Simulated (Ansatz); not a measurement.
**C3H6O2: small, medium and large basis sets**

An exercise on one series of results from a longer session: the logs are not shown, and one member is left open.

Method: one geometry, several basis sets; program: Ansatz 0.2.0, Gaussian basis.

Plan: PBE0-D4/def2-SVP; ωB97M-V/def2-SVP; PBE0-D4/def2-QZVPP; ωB97M-V/def2-QZVPP; the functionals' def2-TZVPP values are taken from earlier runs.

## Structure used throughout

An earlier PBE0-D4 in a triple-zeta def2 set relaxation fixed the geometry.

11 atoms, charge 0, spin multiplicity 1.

Atoms are counted from 1 here; the program's logs count them from 0.

Bond lengths: C1–C2 1.542 Å, C1–O5 1.415 Å, C1–H6 1.096 Å, C1–H7 1.091 Å, C2–O3 1.414 Å, C2–H8 1.091 Å, C2–H9 1.097 Å, O3–C4 1.397 Å, C4–O5 1.398 Å, C4–H10 1.105 Å, C4–H11 1.091 Å. Angles: C2–C1–O5 104.2°, C2–C1–H6 111.3°, C2–C1–H7 113.3°, O5–C1–H6 110.7°, O5–C1–H7 108.2°, H6–C1–H7 108.9°, C1–C2–O3 104.2°, C1–C2–H8 113.4°, C1–C2–H9 111.3°, O3–C2–H8 108.2°, O3–C2–H9 110.7°, H8–C2–H9 109.0°, C2–O3–C4 104.9°, O3–C4–O5 106.3°, O3–C4–H10 110.4°, O3–C4–H11 109.5°, O5–C4–H10 110.4°, O5–C4–H11 109.5° and more.

Set-up of the first run:

Contents of in.yaml:

```yaml
crystal:
  periodic: [false, false, false]
  atoms:
    - {symbol: C, position_ang: [0.031835, 0.987523, -0.430170]}
    - {symbol: C, position_ang: [-0.038990, -0.455439, -0.969188]}
    - {symbol: O, position_ang: [-0.455969, -1.220809, 0.144773]}
    - {symbol: C, position_ang: [-0.069192, -0.473846, 1.260021]}
    - {symbol: O, position_ang: [-0.308945, 0.864975, 0.938077]}
    - {symbol: H, position_ang: [1.038440, 1.406748, -0.543637]}
    - {symbol: H, position_ang: [-0.686642, 1.659881, -0.901028]}
    - {symbol: H, position_ang: [-0.772123, -0.585160, -1.766000]}
    - {symbol: H, position_ang: [0.940386, -0.794680, -1.327572]}
    - {symbol: H, position_ang: [1.002494, -0.632408, 1.477671]}
    - {symbol: H, position_ang: [-0.681285, -0.756783, 2.117052]}
basis:
  gaussian: {orbitals: def2-SVP}
hamiltonian: {xc: pbe0, dispersion: d4}
output: {orbitals: {seedname: orbitals}}
```

On the command line:

```sh
$ ansatz run in.yaml --threads 4 --pin off --events-out ev --progress --plain --max-ram 10444MiB
```

Steps of the session up to this table: PBE0-D4 in def2-SVP; ωB97M-V in def2-SVP; PBE0-D4 in def2-QZVPP; ωB97M-V in def2-QZVPP.

One of the session's tables, all rows but one given; the rest of the session is left out.

It belongs to the step «Functionals by basis». 

```
functional       basis  HOMO (eV)  LUMO (eV)
   PBE0-D4    def2-SVP          ?          ?
   PBE0-D4  def2-TZVPP      -7.67       1.29
   PBE0-D4  def2-QZVPP      -7.71       0.78
   ωB97M-V    def2-SVP      -9.95       3.49
   ωB97M-V  def2-TZVPP     -10.09       2.78
   ωB97M-V  def2-QZVPP     -10.13       1.95
```

Estimate the missing values for PBE0-D4, def2-SVP.

The run gave: HOMO (eV): -7.53; LUMO (eV): 1.81. In the column «HOMO (eV)» it is the highest.
